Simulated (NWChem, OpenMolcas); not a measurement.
**How basis sets differ on CH8Si2 (SMILES [SiH3]C[SiH3])**

CH8Si2 has 11 atoms, charge 0, and is taken as a singlet. As SMILES, `[SiH3]C[SiH3]`. The coordinates come from a PBE0-D4/def2-TZVP relaxation.

Each level gives the dipole moment (D). The values are calculated.

| level | kind | program | value (D) | CPU time |
| --- | --- | --- | --- | --- |
| HF/ANO-R0 (sfX2C) | Hartree–Fock | OpenMolcas | 1.69 | 2.4 s |
| HF/ANO-RCC-MB (DKH2) | Hartree–Fock | OpenMolcas | 0.75 | 3.1 s |
| HF/3-21G | Hartree–Fock | NWChem | 0.79 | 2.8 s |
| HF/def2-SVP | Hartree–Fock | OpenMolcas | 0.85 | 10 s |

The values span 0.75 to 1.69 D. Magnitudes only: a small dipole may point the other way at some levels. Sets without polarisation functions give poor dipoles. CPU times are rough (shared hosts, several kinds of processor): they show what a rung costs within a factor of a few.
